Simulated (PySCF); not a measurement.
Functional dependence of a UV spectrum

Species: cyclopropanone, C₃H₄O.
Atom-mapped SMILES: `[O:1]=[C:2]1[CH2:3][CH2:4]1` (hydrogens: H5, H6 on C3; H7, H8 on C4)

Linear-response calculations in the def2-SVPD basis (PySCF; singlets by full response, triplets Tamm–Dancoff, core orbitals frozen in the response; HF means time-dependent Hartree–Fock). 'Strongest' is the level of largest summed f among the singlets computed (10 roots, of which the last may lack a degenerate partner); it can jump between rows when another state enters that window. S1 is the lowest singlet of each run and needn't be the same state throughout; f(S1) is that of one state. Geometry: PBE0-D3(BJ)/def2-SVP; no solvent, vibrations or thermal averaging.

```
functional                               kind  S1 (eV)  f(S1)  strongest (eV)  T1 (eV)  HOMO (eV)  gap (eV)  ionisation energy, ΔSCF (eV)
       LDA                                LDA     3.56  0.000            7.50     3.07      -5.72      3.29                          9.53
       PBE                                GGA     3.60  0.000            7.97     3.02      -5.58      3.36                          9.31
     B3LYP  global hybrid, 20% exact exchange     3.74  0.000            8.57     3.18      -6.84      5.49                          9.52
      PBE0  global hybrid, 25% exact exchange     3.76  0.000            8.81     3.15      -7.06      5.98                          9.48
 BHandHLYP  global hybrid, 50% exact exchange     3.93  0.000            9.20     3.37      -8.49      8.65                          9.50
 CAM-B3LYP             range-separated hybrid     3.79  0.000            9.05     3.23      -8.49      8.62                          9.61
   wB97X-D             range-separated hybrid     3.80  0.000            9.06     3.27      -8.95      9.76                          9.53
   LC-wPBE             range-separated hybrid     3.79  0.000            9.32     3.18      -9.78     11.15                          9.69
```

Question: What does HF (Hartree–Fock) give?

Answer: S1 (eV) 4.25, f(S1) 0.000, strongest (eV) 9.65, T1 (eV) 3.68, HOMO (eV) -10.68, gap (eV) 13.26, ionisation energy, ΔSCF (eV) not settled. S1 runs from 3.56 eV (LDA) to 4.25 eV (HF), a spread of 0.69 eV, while the orbital gap spreads over 10.0 eV. Along PBE (0%), B3LYP (20%), PBE0 (25%), BHandHLYP (50%), HF (100%) S1 rises with the share of exact exchange. −ε(HOMO) comes closest to its own ΔSCF ionisation energy with LC-wPBE (+0.09 eV) and misses most with LDA (-3.81 eV). 'Not settled' means that the ion's SCF failed to converge or may have ended in another state than the lowest.
